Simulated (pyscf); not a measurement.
PySCF, gas phase, ωB97X-D3(BJ)/def2-SVP geometries.

**Question.** Estimate by transition-state theory the rate constant of `[NH2][NH2]` + `[SiH3]` [doublet] → `[NH2][NH][SiH3]` + `[H]` [doublet] (doublet surface; H–N broken, N–Si formed) at 900 K, with ωB97M-D3(BJ)/def2-TZVP energies (ideal gas, 1 atm, RRHO with modes under 100 cm⁻¹ raised to 100, one conformer, R ln 2 for chiral ones without a mode under 150 cm⁻¹; no tunnelling).

**Answer.** The electronic barrier is 22.0 kcal/mol and the thermal terms add +26.8, so ΔG‡ = 48.8 kcal/mol. With k_BT/h = 1.88e+13 s⁻¹ and RT = 1.788 kcal/mol, and a volume of 1.23e-19 cm³ per molecule at 1 atm, k = 3.3e-18 cm³ molecule⁻¹ s⁻¹. Wigner's tunnelling factor for 1814i cm⁻¹ would be 1.35. A shift of 1 kcal/mol in the barrier changes k by a factor 1.7. On the reactant side the descent ends in a complex, 5.5 kcal/mol under the separated species and 28.8 kcal/mol under the saddle at ωB97X-D3(BJ)/def2-TZVP. The same reactants have a lower exit, to H₂N–SiH₃ + NH₂• (barrier +6.3 kcal/mol at ωB97M-D3(BJ)/def2-TZVP, against +22.0 kcal/mol here). H₂N–NH–SiH₃ lies 57.4 kcal/mol over its isomer H₂N–SiH₂–NH₂ (electronic energy, ωB97M-D3(BJ)/def2-TZVP). This is the saddle that the search found; another between the same sides may lie lower. The angle at the attacked N is 126°.
